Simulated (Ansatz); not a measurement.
Diamond-structure Ge was calculated with Hartree–Fock in Ansatz (PAW).

From the output:

```
WARN output.stress: scf.exx.energy_threshold = 1e-6 eV is looser than the 2e-8 eV advised for a stress under a hybrid functional (1e-8 eV for each atom of the …
Crystal: 2 atoms, lattice volume = 47.426 Å³
Basis set: ecut = 460 eV, 1067 PW (Γ), exchange–correlation on 60×60×60 points (8 copies of the dense FFT grid, shifted against one another)
Bands: 18, of which v1, the nominal top of the filled ones, is band 14 counted from 1 (13 counted from 0)
Symmetry: 48 space group operations
Space group: Fd-3m (ITA 227), of the structure as read, at distance tolerance 3.6e-5 Å
k-points: 29 of 512
Functional: x = pbe(κ = 0.804, μ = 0.2195149727645171), c = none, warm-up for x = 0 pbe(κ = 0.804, μ = 0.2195149727645171) + 1 exact, c = none
SCF iter   1: F=—  HF=-8505.051375 eV  |F-HF|=—  |Δ(HF+E_count)|=         —  Δρ=7.15e-3  dr2=7.48e-3
SCF iter   2: F=—  HF=-8505.039534 eV  |F-HF|=—  |Δ(HF+E_count)|=   1.18e-2  Δρ=1.45e-3  dr2=9.50e-4
  ...
SCF 1 converged in 7 iterations: F = -8505.039242 eV  dr2 = 1.11e-10
Crystal: 2 atoms, lattice volume = 47.426 Å³
Initial density: handed on by an earlier stage of this run
Functional: x = 0 pbe(κ = 0.804, μ = 0.2195149727645171) + 1 exact, c = none
SCF 2 converged in 7 iterations: F = -8512.289035 eV  dr2 = 7.33e-12
Crystal: 2 atoms, lattice volume = 47.426 Å³
SCF 3 converged in 7 iterations: F = -8512.727461 eV  dr2 = 3.68e-11
Crystal: 2 atoms, lattice volume = 47.426 Å³
Crystal: 2 atoms, lattice volume = 47.426 Å³
Crystal: 2 atoms, lattice volume = 47.426 Å³
SCF 6 converged in 5 iterations: F = -8512.810455 eV  dr2 = 5.93e-11
Crystal: 2 atoms, lattice volume = 47.426 Å³
SCF iter   2: F=—  HF=-8512.810456 eV  |F-HF|=—  |Δ(HF+E_count)|=   7.86e-9  Δρ=1.05e-6  dr2=4.85e-10
SCF iter   3: F=-8512.810456 eV  HF=-8512.810456 eV  |F-HF|=7.28e-12  |Δ(HF+E_count)|=  6.66e-10  Δρ=2.07e-7  dr2=1.30e-11
SCF 7 converged in 3 iterations: F = -8512.810456 eV  dr2 = 1.30e-11
Free energy (F): -8512.810456 eV
Internal energy: -8512.810456 eV  (E = F + TS)
E sigma→0 (E₀):  -8512.810456 eV
Fermi energy:    9.355523 eV
--- Forces (eV/Å), atoms counted from 1 ---
  atom   1  Ge     0.00000000     0.00000000     0.00000000
  atom   2  Ge     0.00000000    -0.00000000    -0.00000000
--- Stress (GPa, compression-positive) ---
       -0.489259      -0.000000      -0.000000
        0.000000      -0.489259       0.000000
        0.000000      -0.000000      -0.489259
  P = ⅓ Tr σ = -0.4893 GPa (-4.893 kbar)
```

Problem. Write an input file that could have produced this run (the log leaves some choices open).

Solution. One answer among several that fit: 
Ansatz 0.2 input:
```yaml
crystal:
  lattice:
    - [0.0, 2.8729549362, 2.8729549362]
    - [2.8729549362, 0.0, 2.8729549362]
    - [2.8729549362, 2.8729549362, 0.0]
  atoms:
    - { symbol: Ge, position: [0.0, 0.0, 0.0] }
    - { symbol: Ge, position: [0.25, 0.25, 0.25] }
basis:
  ecutwfc: 460
  ecutrho_ratio: 4
  xc_grid: 2
kpoints:
  mp_grid: { grid: [8, 8, 8] }
hamiltonian:
  xc: hf
  dispersion: none
  pseudopotentials: { kind: paw }
scf:
  occupations: { method: fermi_dirac, width: 0.01 }
  convergence: { dr2_threshold: 0.0000000002 }
output:
  forces: true
  stress: true
  eigenvalues: true
```

The cell is one volume of an energy–volume scan, off the minimum.

The PAW data were made under PBE.

The result took very roughly 90 core-seconds.

Ansatz is a first-principles code.
